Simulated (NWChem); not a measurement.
## Atomisation of chlorine (Cl2)

```
Cl
Cl 1 2.0255
```
Charge 0, spin multiplicity 1.

The numbers come from NWChem runs, not from measurements. All single points use one geometry, from PBE0/def2-SVP, a minimum by its harmonic frequencies.

Basis set: def2-TZVP. The atomisation energy is electronic alone: no zero-point, thermal, spin-orbit or counterpoise terms. No value is extrapolated to the basis-set limit. Free atoms are single determinants with multiplicities Cl 2. Correlated methods freeze the same cores in atoms and molecule, 10 orbitals in all.

No SCF solution was tested for a lower state. Open-shell Hartree-Fock references start from PBE0 orbitals. Coupled-cluster values serve here as a point of comparison, not as the truth.

Q: One of these methods gave an atomisation energy of 63.9 kcal/mol. Which?
A. BP86
B. M06-2X
C. TPSS
D. CCSD(T)

A: A, BP86. The others give 59.1 (M06-2X), 52.6 (CCSD(T)), 61.0 (TPSS).
